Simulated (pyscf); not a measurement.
methyl (CH₃•) + H₃C–AlH–CH₃ → methane (CH₄) + •H₂C–AlH–CH₃ (hydrogen abstraction; doublet surface; C–H broken, C–H formed). Single points on ωB97X-D3(BJ)/def2-SVP structures (PySCF, gas phase). Energies in eV from the separated reactants.

| level | barrier | reaction energy |
|---|---|---|
| ωB97X-D3(BJ)/def2-TZVP | 0.48 | -0.37 |
| PBE/def2-TZVP | 0.24 | -0.35 |
| r²SCAN/def2-TZVP | 0.39 | -0.33 |
| M06-2X/def2-TZVP | 0.51 | -0.37 |
| ωB97M-D3(BJ)/def2-TZVP | (withheld) | (withheld) |
| HF/def2-TZVP | (withheld) | -0.38 |

Q: What belongs in the gaps?

A: 
- ωB97M-D3(BJ)/def2-TZVP, barrier: 0.53
- ωB97M-D3(BJ)/def2-TZVP, reaction energy: -0.36
- HF/def2-TZVP, barrier: 1.16

The functionals in the table span 0.29 eV in this barrier, from PBE to ωB97M-D3(BJ)/def2-TZVP. On the reactant side the descent ends in a bound adduct (not fully relaxed), 0.39 eV under the separated species and 0.87 eV under the saddle at ωB97X-D3(BJ)/def2-TZVP. The same reactants have a lower exit, to CH₄ + [H₃C–Al–CH₃]• (barrier +0.05 eV at ωB97M-D3(BJ)/def2-TZVP, against +0.53 eV here). •H₂C–AlH–CH₃ lies 0.62 eV over its isomer [H₃C–Al–CH₃]• (electronic energy, ωB97M-D3(BJ)/def2-TZVP). This is the saddle that the search found; another between the same sides may lie lower. The angle at the transferred H is 174°.
